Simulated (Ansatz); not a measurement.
Reaction (substitution at a C–C bond): `CCCCl` + H–F → `FCCCl` + CH₄

Isolated molecules relaxed with PBE0-D4/def2-TZVP in Ansatz; ΔE leaves out vibrations. CCSD(T)/CBS adds triple-zeta CCSD(T) − MP2 to the extrapolated MP2 energy (def2 sets, frozen cores). This one scheme is used for every species. DFT in def2-TZVPP. One conformer a species, not always the lowest.

```json
{"level": "r2SCAN-D4", "ΔE (kcal/mol)": "6.9"}
{"level": "ωB97M-V", "ΔE (kcal/mol)": "7.7"}
{"level": "MP2/def2-TZVPP", "ΔE (kcal/mol)": "11.8"}
{"level": "MP2/def2-QZVPP", "ΔE (kcal/mol)": "12.4"}
```

(1) What does CCSD(T)/CBS give? (An estimate is asked.)

Largest T1 diagnostic among the species: 0.010.

Results:

(1) Computed: +10.5 kcal/mol. The listed levels differ from it by -3.6, -2.8, 1.3, 1.9 kcal/mol.

In def2-TZVPP, CCSD(T) changes the Hartree–Fock value by +5.5 kcal/mol (the triples alone add +0.4 kcal/mol) and MP2 by +7.8 kcal/mol. The D4 term adds +1.8 kcal/mol with B3LYP and +1.0 kcal/mol with PBE0; it sums over pairs of atoms, weighted by their polarisabilities, and B3LYP, whose exchange is more repulsive, gets the larger term. From PBE to PBE0 (25 % exact exchange), in def2-TZVPP and without D4, ΔE moves by +1.1 kcal/mol.

B3LYP here is the variant with VWN-RPA as its local correlation; programs differ in this.
